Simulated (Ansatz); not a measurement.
Working through a composite energy at a relaxed geometry of CH5NSi, SMILES N=C[SiH3]

With Ansatz 0.2.0, Python API.

Typed at the interpreter:
```pycon
>>> import itertools
>>> import ansatz as az
>>> from ase.data import atomic_numbers, covalent_radii
>>> import numpy as np
>>> geometry_ang = [
...     ('N', (-1.5564, 0.1819, -0.6952)),
...     ('C', (-0.3276, 0.3672, -0.6234)),
...     ('Si', (0.6326, -0.4215, 0.7423)),
...     ('H', (-1.8919, 0.7438, -1.5289)),
...     ('H', (0.2377, 0.9591, -1.3786)),
...     ('H', (0.2573, 0.0868, 2.0985)),
...     ('H', (2.133, -0.0831, 0.5986)),
...     ('H', (0.6075, -1.8913, 0.7309)),
... ]
>>> geometry = az.Crystal.molecule()
>>> for symbol, xyz in geometry_ang:
...     geometry = geometry.atom(symbol, xyz)
...
>>> job = (
...     geometry.calculation()
...     .basis(gaussian='def2-SVP')
...     .functional('b3lyp')
... )
>>> symbols = [site.symbol for site in geometry.cartesian_sites]
>>> start = np.array([site.position_ang for site in geometry.cartesian_sites], dtype=float)
>>> report = job.relax(force_tolerance=0.01).run(threads=1, backend='cpu').report

>>> end = np.array(report['positions_ang'])
>>> # pairs closer than 1.2 times the sum of covalent radii, before or after
>>> radius = [covalent_radii[atomic_numbers[s]] for s in symbols]
>>> span = lambda where, i, j: np.linalg.norm(where[i] - where[j])
>>> bonded = [(i, j) for i, j in itertools.combinations(range(len(symbols)), 2) if min(span(start, i, j), span(end, i, j)) < 1.2 * (radius[i] + radius[j])]
>>> print('pair        before    after (A)')
pair        before    after (A)
>>> for i, j in bonded:
...     print(f'{symbols[i]}{i}-{symbols[j]}{j}'.ljust(10), f'{span(start, i, j):8.4f} {span(end, i, j):8.4f}')
...
N0-C1        1.2448   1.2764
N0-H3        1.0599   1.0305
C1-Si2       1.8464   1.9023
C1-H4        1.1137   1.1134
Si2-H5       1.4962   1.4942
Si2-H6       1.5448   1.4942
Si2-H7       1.4701   1.4866
>>> for first, second in list(itertools.combinations(bonded, 2)):
...     shared = set(first) & set(second)
...     if shared and symbols[(j := shared.pop())] != 'H':
...         i, k = sorted((set(first) | set(second)) - {j})
...         u, v = end[i] - end[j], end[k] - end[j]
...         angle = np.degrees(np.arccos(np.clip(u @ v / np.linalg.norm(u) / np.linalg.norm(v), -1, 1)))
...         print(f'final angle {symbols[i]}{i}-{symbols[j]}{j}-{symbols[k]}{k}: {angle:.2f} deg')
...
final angle C1-N0-H3: 110.99 deg
final angle N0-C1-Si2: 120.26 deg
final angle N0-C1-H4: 122.28 deg
final angle Si2-C1-H4: 117.45 deg
final angle C1-Si2-H5: 109.11 deg
final angle C1-Si2-H6: 109.14 deg
final angle C1-Si2-H7: 110.22 deg
final angle H5-Si2-H6: 107.70 deg
final angle H5-Si2-H7: 110.30 deg
final angle H6-Si2-H7: 110.32 deg
>>> minimum = az.Crystal.molecule()
>>> for symbol, place in zip(symbols, end):
...     minimum = minimum.atom(symbol, place.tolist())
...
>>> at_minimum = minimum.calculation()
>>> # MP2 extrapolated to the basis limit, plus the small-basis difference CCSD(T) - MP2
>>> level = lambda method, basis: at_minimum.basis(gaussian=basis).correlation(method).run(threads=1, backend='cpu').report
>>> small, large, cluster = level('mp2', 'cc-pVDZ'), level('mp2', 'cc-pVTZ'), level('ccsd_t', 'cc-pVDZ')
>>> corr = lambda each: (each['free_energy_ev'] - each['reference_energy_ev']) / 27.211386246
>>> mp2_limit = (27 * corr(large) - 8 * corr(small)) / 19
>>> pieces = {'HF / cc-pVTZ': large['reference_energy_ev'] / 27.211386246, 'MP2 correlation, DZ-TZ limit': mp2_limit, 'CCSD(T) - MP2 / cc-pVDZ': corr(cluster) - corr(small)}
>>> for name, value in pieces.items():
...     print(f'{name:32s} {value:14.6f} Ha')
...
HF / cc-pVTZ                        -384.172036 Ha
MP2 correlation, DZ-TZ limit          -0.531221 Ha
CCSD(T) - MP2 / cc-pVDZ               -0.057019 Ha
>>> print(f'{"sum":32s} {sum(pieces.values()):14.6f} Ha')
sum                                 -384.760276 Ha
>>> print('T1 diagnostic', round(cluster['correlation']['coupled_cluster']['t1_diagnostic'], 4))
T1 diagnostic 0.0121
```

What to keep in mind:
- These settings explore the input space; basis and method may be short of convergence.
- The sum leaves out core correlation, relativity, the Hartree-Fock basis error and zero-point energy; a DZ-TZ extrapolation is rough.
- b3lyp holds the VWN-RPA fit, as in Gaussian; the form of ORCA and Turbomole is b3lyp5.
- Inner cores stay frozen, so this is valence correlation.
- For Al to Cl the sets with a tight d function, cc-pV(X+d)Z, are usual.
- An extrapolation from small basis sets is rough.
- The whole script took 58 s on 1 thread of Arm Neoverse V2, on a shared host, peak memory 0.33 GiB.

(A comment or docstring line of the script was reworded after the run, the code is as it ran; lines on the test bed's own set-up are left out of the output.)
